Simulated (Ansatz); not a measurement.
A calculation with Ansatz (development build ahead of 0.2.0).

```yaml
crystal:
  periodic: [false, false, false]
  atoms:
    - { symbol: S, position_ang: [-0.18375, 0.02821, 0.41763] }
    - { symbol: O, position_ang: [0.92776, -0.81772, 0.08946] }
    - { symbol: O, position_ang: [-0.569, 0.80447, -0.87951] }
basis:
  gaussian: { orbitals: def2-SVP }
total_charge: 1
magnetization:
  spin_polarized: true
  initial_magnetization: 1
hamiltonian:
  xc: hf
correlation:
  method: mp2
  frozen_orbitals: { O: 1, S: 5 }
output:
  forces: true
```

The input is written out in the form of the current development build from the run's settings.

Results

```
Converged                       : yes
Reference energy                : -546.52175 hartree
Correlation energy              : -0.43152 hartree
Total energy                    : -546.95326 hartree
Spin squared of the determinant : 1.177
Stability test                  : minimum
```

Forces (eV/Å):
| atom | Fx | Fy | Fz |
| --- | --- | --- | --- |
| S1 | 5.312 | -3.866 | -2.082 |
| O2 | -4.771 | 3.411 | 2.051 |
| O3 | -0.541 | 0.455 | 0.032 |

Caution: the unrestricted determinant is spin contaminated; MP2 forces lie far from those of the mean fields.
